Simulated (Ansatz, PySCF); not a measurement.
This Ansatz (a first-principles code) input computes a PBE/def2-TZVPD energy:

Ansatz 0.2 input:
```yaml
crystal:
  periodic: [false, false, false]
  atoms:
    - {symbol: C, position_ang: [0.10850459, 0.05504033, -0.05250686]}
    - {symbol: O, position_ang: [0.22328157, 1.21371744, -0.51862629]}
    - {symbol: O, position_ang: [-1.20140996, -0.25340913, 0.44854802]}
    - {symbol: H, position_ang: [-1.65579332, 0.58035355, 0.27135946]}
    - {symbol: C, position_ang: [1.01286197, -0.97365632, 0.06482395]}
    - {symbol: H, position_ang: [0.72779788, -1.92009361, 0.50193316]}
    - {symbol: H, position_ang: [2.02482319, -0.83103053, -0.28656900]}
basis:
  gaussian:
    orbitals: def2-TZVPD
hamiltonian:
  xc: {name: PBE}
total_charge: -1
output: {forces: true}
```

### Question
Write an input for the same energy in PySCF and say what it gives.

### Answer

```python
from pyscf import gto, scf, dft

mol = gto.M(
    atom='''
    C     0.10850459    0.05504033   -0.05250686
    O     0.22328157    1.21371744   -0.51862629
    O    -1.20140996   -0.25340913    0.44854802
    H    -1.65579332    0.58035355    0.27135946
    C     1.01286197   -0.97365632    0.06482395
    H     0.72779788   -1.92009361    0.50193316
    H     2.02482319   -0.83103053   -0.28656900
    ''',
    basis='def2-tzvpd',
    charge=-1,
    spin=0,
    verbose=4,
)

mf = dft.RKS(mol, xc='pbe').density_fit(auxbasis='def2-universal-jkfit')
mf.grids.level = 3
mf.conv_tol = 1e-9
mf.max_cycle = 100
mf.max_memory = 1500
mf.kernel()
if not mf.converged:
    mf = mf.newton()
    mf.kernel(mf.make_rdm1())
mf.analyze()
```
It gives -228.33213 Eh, and Ansatz -228.33206 Eh, a difference of 0.07 mEh, from the treatment of integrals and grids.

It need not be the lowest isomer of its formula. Whether it binds its extra electron was not tested at this geometry.
